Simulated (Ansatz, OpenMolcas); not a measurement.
# A ladder of methods for BH3O2 (SMILES OBO)

BH3O2 has 6 atoms, charge 0, and is taken as a singlet. SMILES: `OBO`. The coordinates come from a PBE0-D4/def2-TZVP relaxation. This is one conformer, not always the lowest.

```csv
atom,x (Å),y (Å),z (Å)
O,-1.1762,-0.5245,-0.2518
B,0.0495,0.0281,-0.0729
O,0.5806,-0.0538,1.1725
H,-1.4947,-0.4335,-1.1506
H,0.6378,0.5656,-0.9761
H,1.4452,0.3541,1.2328
```

Quantity: the energy change with the O1–B2 bond stretched from 1.356 to 1.763 Å, in eV. The values are calculated.

```json
{"level": "HF/def2-TZVP (restricted)", "kind": "Hartree–Fock", "program": "OpenMolcas", "value (eV)": "1.97", "CPU time (all runs)": "24 s"}
{"level": "SVWN5/def2-TZVP (restricted)", "kind": "LDA", "program": "Ansatz", "value (eV)": "1.77", "CPU time (all runs)": "3.6 s"}
{"level": "PBE/def2-TZVP (restricted)", "kind": "GGA", "program": "OpenMolcas", "value (eV)": "1.55", "CPU time (all runs)": "56 s"}
{"level": "M06-2X/def2-TZVP (restricted)", "kind": "hybrid meta-GGA", "program": "OpenMolcas", "value (eV)": "1.80", "CPU time (all runs)": "62 s"}
{"level": "wB97M-V/def2-TZVP (restricted)", "kind": "range-separated hybrid", "program": "Ansatz", "value (eV)": "1.72", "CPU time (all runs)": "25 s"}
{"level": "B2PLYP/def2-TZVP (restricted)", "kind": "double hybrid", "program": "Ansatz", "value (eV)": "1.69", "CPU time (all runs)": "7.1 s"}
{"level": "MP2/def2-TZVP (restricted)", "kind": "perturbation theory", "program": "Ansatz", "value (eV)": "1.71", "CPU time (all runs)": "3.3 s"}
{"level": "CCSD/def2-TZVP (restricted)", "kind": "coupled cluster or CI", "program": "Ansatz", "value (eV)": "1.76", "CPU time (all runs)": "17 s"}
```

The first shape isn't each level's own minimum. The values span 1.55 to 1.97 eV. CPU times are rough (shared hosts, several kinds of processor): they show what a rung costs within a factor of a few.
